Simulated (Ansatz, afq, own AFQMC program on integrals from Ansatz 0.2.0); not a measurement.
NH₃ + SiH, doublet in cc-pVTZ along one coordinate

```xyz
6

N    -1.9902    0.0200   -0.0192
H    -2.2875    0.9878   -0.0192
H    -2.2875   -0.3823    0.8610
H    -0.9777    0.0200   -0.0192
Si    1.1368    0.0200   -0.0192
H     1.5332   -1.4595   -0.0192
```

A hydrogen atom is moved from one rigid fragment to the other; the N1–H4 distance tells how far. The two fragments are held close together, so this isn't a minimum-energy path and the start is a compressed complex. Energies in kcal/mol count from this geometry (1.012 Å) at the same level; the start stands on UHF, each point on the determinant named.

Basis cc-pVTZ. Only valence electrons are correlated. Ansatz 0.2.0 and our own AFQMC program on the same integrals; the CISD trial comes from CCSD amplitudes, and released means the phaseless constraint is let go. Error bars are statistical, one sigma.

Cautions, each for one point or more: a spin-contaminated unrestricted determinant lies lower; an unrestricted solution with more broken spin lies lower; higher spins were not checked; strong correlation; unrestricted determinant slightly spin contaminated; unrestricted determinant spin contaminated.

```tsv
r(N1–H4) / Å	det.	T1	weight	⟨S²⟩	wB97M-V	PBE0	CCSD(T)
1.205	UHF	0.038	0.82	0.88	13.6	11.8	13.4
1.302	UHF¶	0.079	0.74	0.78	23.2	20.8	23.8
1.398	UHF	0.033	0.82	0.83	30.5	27.9	31.8
1.494	ROHF	0.051	0.79	pure	35.0	32.5§	36.5
1.687	ROHF	0.031	0.83	pure	40.4	39.5§	41.5
```

(1) Estimate the curve of phaseless AFQMC with a CISD trial, counted from the same start.

## Answers

(1) 
| r(N1–H4) / Å | det. | T1 | weight | ⟨S²⟩ | ph-AFQMC/CISD |
| --- | --- | --- | --- | --- | --- |
| 1.205 | UHF | 0.038 | 0.82 | 0.88 | 12.9 ± 0.3 |
| 1.302 | UHF¶ | 0.079 | 0.74 | 0.78 | 23.4 ± 0.3 |
| 1.398 | UHF | 0.033 | 0.82 | 0.83 | 31.2 ± 0.2 |
| 1.494 | ROHF | 0.051 | 0.79 | pure | 35.9 ± 0.2 |
| 1.687 | ROHF | 0.031 | 0.83 | pure | 41.2 ± 0.2 |

Weight is that of the determinant in the CISD state; at the start T1 is 0.020 and the weight 0.85, and ⟨S²⟩ is 0.79. ¶ marks points with a poor determinant and no full CI, where no value is sure; they don't count among the departures. Symmetry can't show for every point that it stays on the start's state. § marks a functional whose ⟨S²⟩ is too high by over 0.1. Largest departures from phaseless AFQMC with a CISD trial: CCSD(T) 0.6 kcal/mol at 1.398 (on UHF). The walk's constraint bias lies outside its error bars, so these are departures and not errors. The functionals aren't scored here.
